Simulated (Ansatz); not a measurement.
**SiH+ (triplet): the correlation ladder, def2-QZVPP**

One table from this session's results is given with a row withheld; the runs are named, their logs left out.

Computed with Ansatz 0.2.0, Gaussian basis. Level: def2-QZVPP, core rule «outside noble gas», up to 5 orbitals frozen.

Plan: UHF; ROHF; CCSD(T) on UHF.

2 further runs of the same task are left out: 2 set aside as unsound or not needed.

### The system

The geometry is a PBE0/def2-TZVP stationary point (not a proven minimum) of the parent state, kept for this charge and spin.

2 atoms, charge 1, spin multiplicity 3.

Atoms are counted from 1 here; the program's logs count them from 0.

Bond lengths: Si1–H2 1.519 Å.

The first run:

Input file in.yaml:

```yaml
crystal:
  periodic: [false, false, false]
  atoms:
    - {symbol: Si, position_ang: [0.000000, 0.000000, 0.000000]}
    - {symbol: H, position_ang: [0.000000, 0.000000, 1.518600]}
basis:
  gaussian: {orbitals: "def2-QZVPP.json"}
total_charge: 1
magnetization: {spin_polarized: true, initial_magnetization: 2}
hamiltonian: {xc: hf}
output: {orbitals: {seedname: orbitals}}
```

The run is started by

```bash
$ ansatz run in.yaml --threads 1 --pin off --events-out ev --progress --plain --max-ram 2393MiB
```

Steps of the session up to this table: UHF; ROHF; CCSD(T) on UHF.

One table of the session follows, with a row left open; its other results are not shown here.

It belongs to the step «Misses and costs». 

| method | from UCCSD(T) (meV) |
| --- | --- |
| ROHF | +2041.2 |
| UHF | +1927.0 |
| UMP2 | +496.5 |
| UCCSD | ? |
| UCCSD(T) | 0 |

Estimate the missing values for UCCSD.

The run gave: from UCCSD(T) (meV): +54.8. In the column «from UCCSD(T) (meV)» it lies between UCCSD(T) (0) and UMP2 (+496.5).
